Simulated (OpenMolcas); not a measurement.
**CH2ClF (chlorofluoromethane): SVWN5/ANO-L-VDZP**

What is the vertical ionisation energy of CH2ClF (chlorofluoromethane) at SVWN5/ANO-L-VDZP? 

The calculation is run with OpenMolcas 26.06.

## 1. The structure to begin with

CH2ClF has 5 atoms, charge 0, and is taken as a singlet. SMILES: `FCCl`. Geometry: relaxed at GFN2-xTB.

Bond lengths: F1–C2 1.350 Å, C2–Cl3 1.778 Å, C2–H4 1.094 Å, C2–H5 1.093 Å. Angles: F1–C2–Cl3 109.9°, F1–C2–H4 108.3°, F1–C2–H5 108.3°, Cl3–C2–H4 108.8°, Cl3–C2–H5 108.8°, H4–C2–H5 112.8°.

## 2. Energy and forces at SVWN5/ANO-L-VDZP

input.xyz reads:

```xyz
5

F     -0.961430     0.555620     0.759570
C      0.089310     0.086110     0.053530
Cl    -0.435760    -1.243020    -1.003820
H      0.832390    -0.297250     0.758420
H      0.475490     0.898550    -0.567690
```

job.input reads:

```
* CH2ClF Kohn-Sham DFT

&GATEWAY
 Coord=input.xyz
 Basis=ANO-L-VDZP
 Group=NoSym

&SEWARD

&SCF
 KSDFT=SVWN5
 PrOrbitals=1 1

&ALASKA
```

Command:

```sh
$ export MOLCAS_MEM=1860
$ pymolcas job.input > job.log
```

The log of the run:

```text
--- Start Module: gateway ---
[...]
--- Stop Module: gateway /rc=_RC_ALL_IS_WELL_ ---
[...]
      Basis functions           56
[...]
--- Start Module: scf ---
[...]
       Convergence after  14 Iterations
[...]
::    Total KS-DFT energy                            -596.9284812848
[...]
      Total spin, S                                     0.0000000000
[...]
      Total electronic charge=   34.000000
      Total            charge=   -0.000000
[...]
      Dipole Moment (debye):
      Origin of the operator (angstrom)=   -0.4577   -0.4600   -0.2918
                   X=  1.6676E+00               Y=  6.1944E-01               Z=  1.1007E-01           Total=  1.7823E+00
      Quadrupole Moment (debye*angstrom):
[...]
--- Stop Module: scf /rc=_RC_ALL_IS_WELL_ ---
[...]
--- Start Module: alaska ---
[...]
 *              Molecular gradients               *
 **************************************************
  Irreducible representation: a
 ------------------------------------------------------------------------------------------
                              X                       Y                       Z
 ------------------------------------------------------------------------------------------
  F1                9.11727136463547E-03   -3.79774926570775E-03   -5.87909644760742E-03
  C2                8.63366252069397E-03    7.08009055209580E-03    3.74464637831018E-03
  CL3              -3.13531341875084E-03   -2.82347610720102E-03   -1.70210375060620E-03
  H4               -9.09315634129593E-03    6.02730387129347E-03   -4.98653638238267E-03
  H5               -5.52246412530999E-03   -6.48616905046495E-03    8.82309020232208E-03
 ------------------------------------------------------------------------------------------
--- Stop Module: alaska /rc=_RC_ALL_IS_WELL_ ---
[...]
```

It took 20 s on 1 thread of Arm Neoverse V1, shared host; peak memory 0.39 GiB.

## 3. The doublet cation

input.xyz is that of step 2.

job.inp reads:

```
&GATEWAY
COORD
input.xyz
BASIS
ANO-L-VDZP
GROUP
NoSym
&SEWARD
&SCF
UHF
CHARGE
1
SPIN
2
KSDFT
SVWN5
PRORBITALS
1 1
&ALASKA
```

Command:

```sh
$ export MOLCAS_MEM=1860
$ pymolcas job.inp > job.log
```

The log of the run:

```text
--- Start Module: gateway ---
[...]
--- Stop Module: gateway /rc=_RC_ALL_IS_WELL_ ---
[...]
      Basis functions           56
[...]
--- Start Module: scf ---
[...]
       Convergence after  21 Iterations
[...]
::    Total KS-DFT energy                            -596.5078436704
[...]
      Total spin, S                                     0.5004228880
[...]
      Total electronic charge=   33.000000
      Total            charge=    1.000000
[...]
      Dipole Moment (debye):
      Origin of the operator (angstrom)=   -0.4577   -0.4600   -0.2918
                   X=  2.6130E+00               Y=  1.7916E-01               Z= -5.4041E-01           Total=  2.6743E+00
      Center of Charge (angstrom)
[...]
--- Stop Module: scf /rc=_RC_ALL_IS_WELL_ ---
[...]
--- Start Module: alaska ---
[...]
 *              Molecular gradients               *
 **************************************************
  Irreducible representation: a
 ------------------------------------------------------------------------------------------
                              X                       Y                       Z
 ------------------------------------------------------------------------------------------
  F1               -1.86577289502523E-02    3.22304049541522E-03    7.91528796184338E-03
  C2                7.41295180019375E-02    1.80919852000168E-02   -3.90989461866886E-03
  CL3              -1.29863686730758E-02   -1.34925663415455E-02   -8.68215012015661E-03
  H4               -2.54349750389458E-02    1.04269305592313E-02   -1.35248260691618E-02
  H5               -1.70504453395850E-02   -1.82493899131435E-02    1.82015828461539E-02
 ------------------------------------------------------------------------------------------
--- Stop Module: alaska /rc=_RC_ALL_IS_WELL_ ---
[...]
```

Run time: 23 s. Hardware: 1 thread of Arm Neoverse V1, shared host; peak memory 0.39 GiB.

## 4. Summary of results

At SVWN5/ANO-L-VDZP:

| quantity | value |
| --- | --- |
| singlet CH2ClF: total energy | -596.92848 Eh |
| singlet CH2ClF: dipole moment | 1.78 D |
| singlet CH2ClF: HOMO energy | -7.52 eV |
| singlet CH2ClF: LUMO energy | -0.88 eV |
| singlet CH2ClF: HOMO–LUMO gap | 6.64 eV |
| singlet CH2ClF: largest force on an atom | 0.631 eV/Å |
| doublet cation: total energy | -596.50784 Eh |
| doublet cation: HOMO energy (highest over α and β) | -15.85 eV |
| doublet cation: LUMO energy (lowest over α and β) | -15.34 eV |
| doublet cation: ⟨S²⟩ | 0.751 |
| doublet cation: largest force on an atom | 3.929 eV/Å |
| vertical ionisation energy (to the doublet cation) | 11.446 eV |

In words: Removing an electron at fixed nuclei costs 11.45 eV (264 kcal/mol). The largest force (singlet CH2ClF) is 0.63 eV/Å: the shape isn't a stationary point for this species at this level. The negative HOMO energy of the first species, 7.52 eV, lies 3.93 eV below that difference. Mulliken charges (singlet CH2ClF) run from -0.13 on F1 to +0.08 on H4; they depend strongly on the basis.
